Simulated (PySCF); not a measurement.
## B: electron affinity

B⁻ [He] 2s2 2p2 (3P) → B [He] 2s2 2p1 (2P), as a difference of total energies. Computed with PySCF 2.14 in aug-cc-pwCVTZ (7s6p4d2f, 59 functions), with no relativity, point nucleus. Correlated levels: valence: 1s2 frozen; valence and next inner shell: nothing frozen. The calculations carry no spin-orbit coupling.

| method | electron affinity (eV) | error (eV) |
| --- | --- | --- |
| UHF | -0.305 | -0.585 |
| LDA | 0.731 | +0.451 |
| PBE | 0.607 | +0.327 |
| PBE0 | 0.470 | +0.190 |
| r2SCAN | 0.581 | +0.301 |
| HSE06 | 0.471 | +0.191 |
| BHandHLYP | 0.171 | -0.109 |
| CAM-B3LYP | 0.366 | +0.086 |
| wB97X | 0.236 | -0.044 |
| MP2 (valence) | 0.208 | -0.072 |
| SCS-MP2 (valence) | 0.059 | -0.221 |
| MP2 (valence and next inner shell) | 0.209 | -0.071 |
| SCS-MP2 (valence and next inner shell) | 0.059 | -0.221 |

Reference: 0.280 eV (measured; photodetachment measurements, as compiled on the Wikipedia data page of electron affinities).

Errors of the correlated levels include the incompleteness of this basis and the frozen core.

A negative affinity means that the anion lies above the atom at that level of theory.

In the anion the highest occupied orbital energy is positive at LDA, PBE, PBE0, r2SCAN, HSE06, BHandHLYP, CAM-B3LYP; the basis confines that electron, and the energy difference can still be sensible.
